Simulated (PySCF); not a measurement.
C₃H₉PS.
SMILES with atom numbers: `[CH3:1][P:2]([CH3:3])([CH3:4])=[S:5]` (hydrogens: H6, H7, H8 on C1; H9, H10, H11 on C3; H12, H13, H14 on C4)

Method: PBE0-D3(BJ)/def2-SVP geometry optimisation, gas phase in PySCF.

Task: Give the optimised bond lengths and angles.

Result: 
```csv
bond,length (Å),order
"C1–P2, P2–C3, P2–C4",1.823,single
P2=S5,1.948,double
C1–H6 and 8 like bonds,1.100,single
```

Bonds in one row agree within 0.01 Å and their mean is given. Orders are formal, as drawn. A selection of angles:
```csv
angle,degrees
P2–C1–H6,112.0
P2–C1–H7,108.3
H6–C1–H7,110.0
H7–C1–H8,108.2
C1–P2–C3,104.4
C1–P2–S5,114.1
```

All 3 C–P bonds measure 1.823 Å. P2 (phosphorus bonded to 3 C and S) is distorted tetrahedral (angles from 104.3° to 114.3°).

Point group: C3v (every atom within 0.08 Å of its image). No PBE0-D3(BJ)/def2-SVP frequencies stand behind this structure, so it isn't proved a minimum.
